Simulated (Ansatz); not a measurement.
Reaction (substitution at a C–C bond): `CC1C=NCO1` + `N=CS` → `C/N=C/S` + `C1=NCOC1`

Gas-phase electronic energies from Ansatz, PBE0-D4/def2-TZVP geometries. CCSD(T)/CBS is the MP2 limit (def2-TZVPP, def2-QZVPP) plus CCSD(T) − MP2 in def2-TZVPP, frozen cores. This one scheme is used for every species. Functionals use def2-TZVPP. B3LYP here is the variant with VWN-RPA as its local correlation; programs differ in this. One conformer a species, not always the lowest.

`CC1C=NCO1`:

Z-matrix (Å, degrees):
```
C
C 1 1.516
H 1 1.093 2 110.6
H 1 1.091 2 110.0 3 119.5
H 1 1.092 2 110.6 3 -120.6
C 2 1.501 1 114.4 3 66.3
O 2 1.415 1 111.4 3 -178.9
H 2 1.102 1 109.2 3 -57.4
N 6 1.263 2 114.2 1 122.3
H 6 1.087 2 123.8 1 -57.6
C 7 1.420 2 108.3 1 -126.3
H 11 1.096 7 109.8 2 125.1
H 11 1.098 7 110.4 2 -115.2
```

`N=CS`:

```xyz
6

N    -0.384    0.325   -0.955
C     0.218   -0.321   -0.054
S     0.179    0.121    1.636
H    -0.230   -0.100   -1.868
H     0.827   -1.218   -0.212
H    -0.610    1.194    1.452
```

`C/N=C/S`:

```xyz
9

C     0.874    1.110   -0.441
N     0.670   -0.300   -0.247
C    -0.429   -0.677    0.227
S    -0.744   -2.382    0.489
H     0.014    1.726   -0.141
H     1.751    1.429    0.128
H     1.093    1.301   -1.496
H    -1.246    0.003    0.504
H    -1.982   -2.211    0.977
```

`C1=NCOC1`:

```xyz
10

C     0.808   -0.291   -0.719
N     0.496    0.931   -0.783
C    -0.544    1.156    0.186
O    -0.825   -0.076    0.842
C     0.026   -1.058    0.301
H     1.577   -0.725   -1.352
H    -1.446    1.529   -0.314
H    -0.214    1.904    0.917
H    -0.551   -1.876   -0.152
H     0.673   -1.493    1.075
```

```tsv
level	ΔE (kJ/mol)	difference from CCSD(T)/CBS
B3LYP-D4	33.9	-5.1
ωB97M-V	39.1	0.1
r2SCAN	36.5	-2.5
B3LYP	31.0	-8.0
HF/def2-TZVPP	33.7	-5.3
SCS-MP2/def2-TZVPP	37.8	-1.2
CCSD/def2-TZVPP	38.8	-0.2
CCSD(T)/def2-TZVPP	39.3	0.3
MP2/def2-QZVPP	39.8	0.8
MP2/CBS(def2)	39.9	0.9
CCSD(T)/CBS	39.0	0
```

Largest T1 diagnostic among the species: 0.014.

In def2-TZVPP, CCSD(T) changes the Hartree–Fock value by +5.7 kJ/mol (the triples alone add +0.5 kJ/mol) and MP2 by +6.6 kJ/mol.
